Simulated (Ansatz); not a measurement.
## MgH2, singlet: CASSCF and its corrections

Computed with Ansatz's Gaussian-basis code (development build). Basis cc-pV(T+d)Z on Mg, cc-pVTZ on H, nonrelativistic, no frozen core. State-specific CASSCF; RHF is the lowest restricted (open-shell) Hartree–Fock solution met. No symmetry is imposed, so a solution can break that of the shape. Lower solutions, or ones in other orbitals, may exist.

Geometry:

```xyz
3

Mg    0.0000    0.0000    0.0000
H     0.0000    0.0000    1.5300
H     0.0000    0.0000   -1.7000
```

Q: What do CASSCF and its corrections give against RHF in CAS(4,6), and what are the occupations?

A: CASSCF -1.182 eV, SC-NEVPT2 -3.156 eV; occupations 1.97, 1.95, 0.04, 0.02, 0.01, 0.01.
